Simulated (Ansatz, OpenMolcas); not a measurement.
The same job for Ansatz

OpenMolcas 26.06 runs this on P2H4 (diphosphine):

calc.input:
```
>>> EXPORT MOLCAS_PRINT=2

&gateway
  baslib = $CurrDir
  coord
  6
  angstrom
  P        0.365100      -1.048800      -0.082300
  P       -0.365200       1.049100       0.078100
  H       -0.497000      -1.521600       0.945000
  H       -0.572100      -1.392900      -1.094900
  H        0.502800       1.524600      -0.942900
  H        0.566400       1.389600       1.097000
  basis = STO-3G
  group = NoSym

&seward
  gridinput
  Grid=UltraFine
  End of Grid

&scf
  ksdft = PBE
  thresholds = 1e-10 1e-07 1e-07 1e-05
  prorbitals = 1 1
```

```bash
$ export MOLCAS_MEM=1860
$ pymolcas calc.input > calc.log
```

(Basis files named in the input come from the Basis Set Exchange and aren't shown.)

The coordinates come from a PBE0-D4/def2-TZVP relaxation. This is one conformer, not always the lowest.

It gives a total energy of -677.009595 Eh.

Translate the job to Ansatz 0.2.0 as an input file of the program's own.

This input was run:

input.yaml:
```yaml
crystal:
  periodic: [false, false, false]
  atoms:
    - {symbol: P, position_ang: [0.365100, -1.048800, -0.082300]}
    - {symbol: P, position_ang: [-0.365200, 1.049100, 0.078100]}
    - {symbol: H, position_ang: [-0.497000, -1.521600, 0.945000]}
    - {symbol: H, position_ang: [-0.572100, -1.392900, -1.094900]}
    - {symbol: H, position_ang: [0.502800, 1.524600, -0.942900]}
    - {symbol: H, position_ang: [0.566400, 1.389600, 1.097000]}
basis:
  gaussian:
    orbitals: STO-3G
hamiltonian:
  xc: {name: PBE}
accuracy: high
```

```bash
$ ansatz run input.yaml --threads 1 --pin off --max-ram 2610MiB --events-out events.jsonl --progress --plain --runs-dir runs
```

Its energy is -677.009597 Eh, 0.002 mEh from the first.
